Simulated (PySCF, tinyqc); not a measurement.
Worked calculation: CIS on RHF in the sto-6g basis, frozen core, for HF, spin multiplicity 1. The lowest restricted solution is unstable here: a spin-polarised one lies 0.0128 hartree lower (PySCF). Computed by tinyqc, a small Python program that keeps every step (integrals from PySCF). Settings: charge = 0, multiplicity = 1, basis = sto-6g, method = RHF, frozen orbitals = 1, energy threshold = 1e-10, iteration cap = 66, orthogonalisation = symmetric, start = Wolfsberg-Helmholz matrix, DIIS depth = 6. Command: `OMP_NUM_THREADS=1 python tinyqc.py 30392 30393 out.jsonl` (the two numbers bound the seeds that draw the settings). One thread of a shared host (Intel(R) Xeon(R) Processor @ 2.60GHz), about 0.07 s of CPU time with the checks. The early iterations of the SCF are left out here.

## One-electron integrals

Geometry (angstrom):

| atom | x | y | z |
|---|---|---|---|
| F | 0.00000 | 0.00000 | 0.00000 |
| H | 0.00000 | 0.00000 | 1.31900 |

Basis sto-6g: exponents (1/bohr^2) and contraction coefficients of normalised primitives:

| element | l (shell) | exponent | coefficient |
|---|---|---|---|
| F | s (1) | 1728.62657 | 0.00916 |
| F | s (1) | 316.94179 | 0.04936 |
| F | s (1) | 88.66889 | 0.16854 |
| F | s (1) | 30.46016 | 0.37056 |
| F | s (1) | 11.82857 | 0.41649 |
| F | s (1) | 4.87166 | 0.13033 |
| F | s (2) | 67.03228 | -0.01325 |
| F | s (2) | 13.26744 | -0.04699 |
| F | s (2) | 4.12351 | -0.03379 |
| F | s (2) | 1.58646 | 0.25024 |
| F | s (2) | 0.68900 | 0.59512 |
| F | s (2) | 0.31582 | 0.24071 |
| F | p (3) | 67.03228 | 0.00376 |
| F | p (3) | 13.26744 | 0.03768 |
| F | p (3) | 4.12351 | 0.17390 |
| F | p (3) | 1.58646 | 0.41804 |
| F | p (3) | 0.68900 | 0.42586 |
| F | p (3) | 0.31582 | 0.10171 |
| H | s (1) | 35.52322 | 0.00916 |
| H | s (1) | 6.51314 | 0.04936 |
| H | s (1) | 1.82214 | 0.16854 |
| H | s (1) | 0.62596 | 0.37056 |
| H | s (1) | 0.24308 | 0.41649 |
| H | s (1) | 0.10011 | 0.13033 |

Overlap, kinetic and nuclear-attraction integrals over the contracted functions; the nuclear repulsion is the sum of Za Zb / Rab.

nuclear repulsion = 3.6107619 hartree

overlap S, lower triangle:
```
          1F 1s    1F 2s   1F 2px   1F 2py   1F 2pz    2H 1s
1F 1s   1.00000
1F 2s   0.23248  1.00000
1F 2px  0.00000  0.00000  1.00000
1F 2py  0.00000  0.00000  0.00000  1.00000
1F 2pz  0.00000  0.00000  0.00000  0.00000  1.00000
2H 1s   0.01996  0.23295  0.00000  0.00000  0.20569  1.00000
```

kinetic energy T (hartree), lower triangle:
```
           1F 1s    1F 2s   1F 2px   1F 2py   1F 2pz    2H 1s
1F 1s   37.39773
1F 2s   -1.14335  1.08230
1F 2px   0.00000  0.00000  3.25133
1F 2py   0.00000  0.00000  0.00000  3.25133
1F 2pz   0.00000  0.00000  0.00000  0.00000  3.25133
2H 1s   -0.00530  0.00333  0.00000  0.00000  0.05919  0.76852
```

nuclear attraction V (hartree), lower triangle:
```
            1F 1s      1F 2s     1F 2px     1F 2py     1F 2pz     2H 1s
1F 1s   -78.22365
1F 2s    -7.95898  -11.87646
1F 2px    0.00000    0.00000  -11.86123
1F 2py    0.00000    0.00000    0.00000  -11.86123
1F 2pz   -0.00770   -0.09082    0.00000    0.00000  -11.90541
2H 1s    -0.78108   -1.92175    0.00000    0.00000   -1.45990  -4.81977
```

core Hamiltonian H = T + V (hartree), lower triangle:
```
            1F 1s      1F 2s    1F 2px    1F 2py    1F 2pz     2H 1s
1F 1s   -40.82592
1F 2s    -9.10233  -10.79417
1F 2px    0.00000    0.00000  -8.60991
1F 2py    0.00000    0.00000   0.00000  -8.60991
1F 2pz   -0.00770   -0.09082   0.00000   0.00000  -8.65408
2H 1s    -0.78638   -1.91842   0.00000   0.00000  -1.40072  -4.05125
```

## Two-electron integrals

Functions are numbered as in S; the eight-fold symmetry (ij|kl) = (ji|kl) = (kl|ij) leaves the list below.

Two-electron integrals (ij|kl) in chemists' order, unique and non-zero (hartree):
```
(11|11) 5.40624   (21|11) 0.76813   (21|21) 0.13891   (22|11) 1.26627
(22|21) 0.28399   (22|22) 0.92637   (31|31) 0.02945   (32|31) 0.04468
(32|32) 0.20475   (33|11) 1.26627   (33|21) 0.28399   (33|22) 0.92637
(33|33) 0.99808   (41|41) 0.02945   (42|41) 0.04468   (42|42) 0.20475
(43|43) 0.05379   (44|11) 1.26627   (44|21) 0.28399   (44|22) 0.92637
(44|33) 0.89051   (44|44) 0.99808   (51|51) 0.02945   (52|51) 0.04468
(52|52) 0.20475   (53|53) 0.05379   (54|54) 0.05379   (55|11) 1.26627
(55|21) 0.28399   (55|22) 0.92637   (55|33) 0.89051   (55|44) 0.89051
(55|55) 0.99808   (61|11) 0.07006   (61|21) 0.01216   (61|22) 0.02436
(61|33) 0.02432   (61|44) 0.02432   (61|51) 0.00053   (61|52) 0.00104
(61|55) 0.02444   (61|61) 0.00108   (62|11) 0.19628   (62|21) 0.04477
(62|22) 0.16532   (62|33) 0.16294   (62|44) 0.16294   (62|51) 0.00326
(62|52) 0.02557   (62|55) 0.17009   (62|61) 0.00393   (62|62) 0.03833
(63|31) 0.00472   (63|32) 0.02786   (63|53) 0.00523   (63|63) 0.00532
(64|41) 0.00472   (64|42) 0.02786   (64|54) 0.00523   (64|64) 0.00532
(65|11) 0.14262   (65|21) 0.03296   (65|22) 0.12997   (65|33) 0.12476
(65|44) 0.12476   (65|51) 0.00672   (65|52) 0.04610   (65|55) 0.14038
(65|61) 0.00300   (65|62) 0.03698   (65|65) 0.04056   (66|11) 0.39769
(66|21) 0.09238   (66|22) 0.39313   (66|33) 0.38199   (66|44) 0.38199
(66|51) 0.00723   (66|52) 0.08113   (66|55) 0.41540   (66|61) 0.00813
(66|62) 0.12541   (66|65) 0.13971   (66|66) 0.77500
```

## Orthogonalisation

S = U s U^T; symmetric (Loewdin) form X = U s^(-1/2) U^T, so that X^T S X = 1.

eigenvalues of S: 0.64372  0.85954  1.00000  1.00000  1.12189  1.37485

X, lower triangle:
```
           1F 1s     1F 2s   1F 2px   1F 2py    1F 2pz    2H 1s
1F 1s    1.02144
1F 2s   -0.12292   1.04411
1F 2px   0.00000   0.00000  1.00000
1F 2py   0.00000   0.00000  0.00000  1.00000
1F 2pz  -0.00221   0.01983  0.00000  0.00000   1.01709
2H 1s    0.01177  -0.12667  0.00000  0.00000  -0.10963  1.03933
```

## Iteration 6 (converged): orbitals

converged F (hartree), lower triangle:
```
            1F 1s     1F 2s    1F 2px    1F 2py    1F 2pz     2H 1s
1F 1s   -26.26380
1F 2s    -6.37227  -2.88526
1F 2px    0.00000   0.00000  -0.47280
1F 2py    0.00000   0.00000   0.00000  -0.47280
1F 2pz   -0.01302  -0.01602   0.00000   0.00000  -0.20832
2H 1s    -0.55355  -0.55193   0.00000   0.00000  -0.39589  -0.25411
```

Diagonalise F' = X^T F X, C = X C', fill 5 alpha and 5 beta electrons from the bottom; D = 2 C_occ C_occ^T. Each column has its largest component positive (the first on a tie).

F' = X^T F X (hartree), lower triangle:
```
           1         2         3         4         5         6
1  -25.85693
2   -3.16732  -1.78057
3    0.00000   0.00000  -0.47280
4    0.00000   0.00000   0.00000  -0.47280
5   -0.02548   0.04908   0.00000   0.00000  -0.12942
6   -0.04392  -0.27225   0.00000   0.00000  -0.38152  -0.08635
```

orbital energies (hartree): MO1 -26.26688, MO2 -1.42359, MO3 -0.47280, MO4 -0.47280, MO5 -0.46857, MO6 0.30577

coefficients C:
```
             MO1       MO2       MO3      MO4       MO5       MO6
1F 1s    0.99725  -0.24616   0.00000  0.00000   0.04041   0.04301
1F 2s    0.01170   1.00512   0.00000  0.00000  -0.22070  -0.25017
1F 2px   0.00000   0.00000  -0.31099  0.95041   0.00000   0.00000
1F 2py   0.00000   0.00000   0.95041  0.31099   0.00000   0.00000
1F 2pz   0.00080   0.01743   0.00000  0.00000   0.68816  -0.75699
2H 1s   -0.00154   0.08034   0.00000  0.00000   0.60800   0.85574
```

D after iteration 6, lower triangle:
```
           1F 1s     1F 2s   1F 2px   1F 2py   1F 2pz    2H 1s
1F 1s    2.11347
1F 2s   -0.48934   2.11824
1F 2px   0.00000   0.00000  2.00000
1F 2py   0.00000   0.00000  0.00000  2.00000
1F 2pz   0.04864  -0.26869  0.00000  0.00000  0.94773
2H 1s    0.00652  -0.10689  0.00000  0.00000  0.83960  0.75224
```

Within a degenerate level the vectors are fixed only up to a rotation; this is one choice.

## Convergence

Stop when the energy changes by less than 1e-10 hartree and every element of the error matrix X^T (F D S - S D F) X is below 3e-06.

Course of the cycle:

| iteration | E (hartree) | change | largest element of the error matrix |
|---|---|---|---|
| 1 | -99.0578176 | - | 4.39e-01 |
| 2 | -99.4089524 | -3.51e-01 | 4.83e-02 |
| 3 | -99.4105499 | -1.60e-03 | 9.63e-03 |
| 4 | -99.4106215 | -7.16e-05 | 5.25e-04 |
| 5 | -99.4106216 | -1.74e-07 | 3.71e-06 |
| 6 | -99.4106216 | -1.82e-11 | 2.04e-07 |

PySCF RHF in the same basis = -99.4106216 hartree

Converged in 6 iterations.

## Integrals over molecular orbitals

(pq|rs) = sum C_ip C_jq C_kr C_ls (ij|kl), one index at a time.

one-electron integrals over orbitals h = C^T H C (hartree), lower triangle:
```
           1         2         3         4         5         6
1  -40.81301
2    0.73552  -9.18926
3    0.00000   0.00000  -8.60991
4    0.00000   0.00000   0.00000  -8.60991
5   -0.11570   0.45797   0.00000   0.00000  -6.69466
6   -0.12976   0.71179   0.00000   0.00000   2.33845  -5.93659
```

Two-electron integrals over orbitals (pq|rs), unique and non-zero (hartree); the lowest 1 orbital is frozen and left out:
```
(22|22) 0.88114    (32|32) 0.19091    (33|22) 0.90053    (33|33) 0.99808
(42|42) 0.19091    (43|43) 0.05379    (44|22) 0.90053    (44|33) 0.89051
(44|44) 0.99808    (52|22) -0.04544   (52|33) -0.06044   (52|44) -0.06044
(52|52) 0.12967    (53|32) -0.02438   (53|53) 0.03379    (54|42) -0.02438
(54|54) 0.03379    (55|22) 0.68161    (55|33) 0.66691    (55|44) 0.66691
(55|52) -0.01088   (55|55) 0.66294    (62|22) -0.07661   (62|33) -0.07595
(62|44) -0.07595   (62|52) -0.08125   (62|55) -0.02169   (62|62) 0.09069
(63|32) -0.02527   (63|53) -0.02331   (63|63) 0.02827    (64|42) -0.02527
(64|54) -0.02331   (64|64) 0.02827    (65|22) -0.25095   (65|33) -0.25539
(65|44) -0.25539   (65|52) 0.07348    (65|55) -0.09063   (65|62) 0.03215
(65|65) 0.24176    (66|22) 0.62974    (66|33) 0.61460    (66|44) 0.61460
(66|52) 0.04155    (66|55) 0.64074    (66|62) -0.05008   (66|65) -0.02548
(66|66) 0.66547
```

## CIS matrix, singlets

A(ia,jb) = (e_a - e_i) d_ij d_ab + 2 (ia|jb) - (ij|ab).

CIS matrix A, singlet (hartree), lower triangle:
```
         2>6      3>6      4>6      5>6
2>6  1.28100
3>6  0.00000  0.22050
4>6  0.00000  0.00000  0.22050
5>6  0.02275  0.00000  0.00000  0.61711
```

## CIS singlet states

dipole integrals <i|r|a> (bohr):
```
            x         y         z
2>6   0.00000   0.00000  -0.09610
3>6   0.00555  -0.01696   0.00000
4>6  -0.01696  -0.00555   0.00000
5>6   0.00000   0.00000   1.26659
```

Diagonalise A (1 hartree = 27.211386 eV); each vector has its largest component positive (the first on a tie). The transition dipole is mu = sqrt2 sum c_ia <i|r|a>.

singlet excitation energies (eV): 6.00008  6.00008  16.77122  34.87893

lowest vectors:
```
      state 1  state 2   state 3  state 4
2>6   0.00000  0.00000  -0.03421  0.99941
3>6  -0.18677  0.98240   0.00000  0.00000
4>6   0.98240  0.18677   0.00000  0.00000
5>6   0.00000  0.00000   0.99941  0.03421
```

oscillator strengths 2/3 w |mu|^2: 0.00009  0.00009  1.32364  0.00475

Within a degenerate level the vectors are fixed only up to a rotation; this is one choice.

## CIS matrix, triplets

A(ia,jb) = (e_a - e_i) d_ij d_ab - (ij|ab).

CIS matrix A, triplet (hartree), lower triangle:
```
          2>6      3>6      4>6      5>6
2>6   1.09961
3>6   0.00000  0.16396
4>6   0.00000  0.00000  0.16396
5>6  -0.04155  0.00000  0.00000  0.13359
```

## CIS triplet states

Diagonalise A (1 hartree = 27.211386 eV); each vector has its largest component positive (the first on a tie).

triplet excitation energies (eV): 3.58659  4.46155  4.46155  29.97053

lowest vectors:
```
     state 1   state 2  state 3   state 4
2>6  0.04289   0.00000  0.00000   0.99908
3>6  0.00000  -0.28612  0.95820   0.00000
4>6  0.00000   0.95820  0.28612   0.00000
5>6  0.99908   0.00000  0.00000  -0.04289
```

Within a degenerate level the vectors are fixed only up to a rotation; this is one choice.
